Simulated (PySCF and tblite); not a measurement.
Results of a calculation; reference values are marked as such.
C₄H₈O, numbered as in [CH2:1]=[CH:2][CH2:3][CH2:4][OH:5].

The ensemble was built from 150 distance-geometry starts (ETKDG and KDG, MMFF94s, GFN2-xTB) and rests on PBE0-D3(BJ)/def2-SVP geometries. Energies: PBE0-D3(BJ)/def2-TZVP, with GFN2-xTB thermal terms (modes under about 100 cm⁻¹ blended into free rotors). Symmetry numbers and mirror images are counted. Conformers within 4 kcal/mol (GFN2-xTB free energy) were kept, 7 at most. GIAO shieldings: PBE0/pcSseg-1. Shifts are against TMS (¹H), TMS (¹³C) at the same level. Run with PySCF (density fitting) and tblite.

Torsions listed: C1–C2–C3–C4, C2–C3–C4–O5, C3–C4–O5–H5. Of a mirror pair one member is shown.

```tsv
conformer	shape	symmetry	E(GFN2) kcal/mol	E(DFT) kcal/mol
1	-100°, 62°, -49°	C1 (pair)	0.00	0.00
2	12°, 65°, -49°	C1 (pair)	1.21	1.38
3	-116°, -174°, -64°	C1 (pair)	0.60	1.73
4	115°, 60°, -73°	C1 (pair)	1.07	1.75
5	118°, 180°, -62°	C1 (pair)	0.73	1.84
```

Not shown: 2 more, 5.1 % in all.

Problem. How much do the weights at 298.15 K and the averaged shift of C1 depend on how the conformers are weighted?

Solution. 
```json
{"weighting": "DFT energy with thermal terms, symmetry and mirror images (full scheme)", "1 (%)": "77", "2 (%)": "5", "3 (%)": "5", "4 (%)": "4", "5 (%)": "4", "δ (ppm)": "127.0", "rms dipole (D)": "1.65"}
{"weighting": "DFT energy with symmetry and mirror images", "1 (%)": "76", "2 (%)": "7", "3 (%)": "4", "4 (%)": "4", "5 (%)": "3", "δ (ppm)": "126.9", "rms dipole (D)": "1.66"}
{"weighting": "bare DFT energy", "1 (%)": "76", "2 (%)": "7", "3 (%)": "4", "4 (%)": "4", "5 (%)": "3", "δ (ppm)": "126.9", "rms dipole (D)": "1.66"}
{"weighting": "GFN2-xTB energy with symmetry and mirror images", "1 (%)": "45", "2 (%)": "6", "3 (%)": "16", "4 (%)": "7", "5 (%)": "13", "δ (ppm)": "125.7", "rms dipole (D)": "1.59"}
{"weighting": "GFN2-xTB free energy", "1 (%)": "43", "2 (%)": "4", "3 (%)": "18", "4 (%)": "7", "5 (%)": "15", "δ (ppm)": "125.8", "rms dipole (D)": "1.58"}
{"weighting": "leading conformer alone", "1 (%)": "100", "2 (%)": "0", "3 (%)": "0", "4 (%)": "0", "5 (%)": "0", "δ (ppm)": "128.2", "rms dipole (D)": "1.69"}
{"weighting": "equal weights", "1 (%)": "14", "2 (%)": "14", "3 (%)": "14", "4 (%)": "14", "5 (%)": "14", "δ (ppm)": "123.6", "rms dipole (D)": "1.56"}
{"weighting": "full scheme, search stopped after three starts", "1 (%)": "95", "2 (%)": "0", "3 (%)": "0", "4 (%)": "0", "5 (%)": "5", "δ (ppm)": "128.1", "rms dipole (D)": "1.68"}
```

The largest departure from the full scheme, 3.4 ppm, comes with: equal weights.

For its torsions the set is small; conformers may be missing.
